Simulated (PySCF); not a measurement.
Species: metal hydrosulfide, HNaS.
Z-matrix (Å and degrees, PBE0-D3(BJ)/def2-SVP geometry), rows numbered from 1:
```
Na
S   1  2.4729
H   2  1.3522  1   94.38
```

Method used: delta-SCF UKS SCAN, pcX-2 on the ionised atom, pcseg-1 elsewhere, spin-free X2C (PySCF). Every row has its own mixed basis.

```csv
ionised atom,basis functions,E(ground) (Eh),binding energy (eV)
Na1,68,-562.31737,1079.649
S2,75,-562.43834,2474.177
```

Q: Fill in the total energy of each core-ionised state.

A: With binding energy = E(ionised) − E(ground) and 27.2114 eV a hartree:

| atom | binding energy (Eh) | E(ionised) (Eh) |
| --- | --- | --- |
| Na1 | 39.6764 | -522.6410 |
| S2 | 90.9243 | -471.5140 |

Q: How much do the ground-state energies differ, and what would follow from using one of them for all holes?

A: They run from -562.4383 Eh (core basis on S2) to -562.3174 Eh (on Na1), 0.1209 Eh or 3.29 eV apart, though the state is the same; only basis and grid differ. Pairing the ion of Na1 with the ground state of S2 would put its binding energy 3.29 eV too high.

Only 1s holes are shown. Geometry: PBE0-D3(BJ)/def2-SVP; no solvent, vibrations or thermal averaging.
